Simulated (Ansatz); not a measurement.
Solid bromine, treated with PBEsol (PAW; Ansatz, a first-principles code).

Run with plane-wave cutoff 500 eV, 6×6×4 k mesh (along the axes of the cell as run), gaussian smearing 0.02 eV, scalar-relativistic PAW data made under PBE.

Computed at the level's own relaxed cell.

Problem. What does this level give for the volume per atom, lattice constant a, lattice parameter b and lattice parameter c?

Solution. 
- volume per atom: 30.91 Å³/atom
- lattice constant a: 7.200 Å
- lattice parameter b: 4.022 Å
- lattice parameter c: 8.539 Å

Note: the cell comes from a level without a dispersion term, which matters for the spacing of layers, chains or molecules.
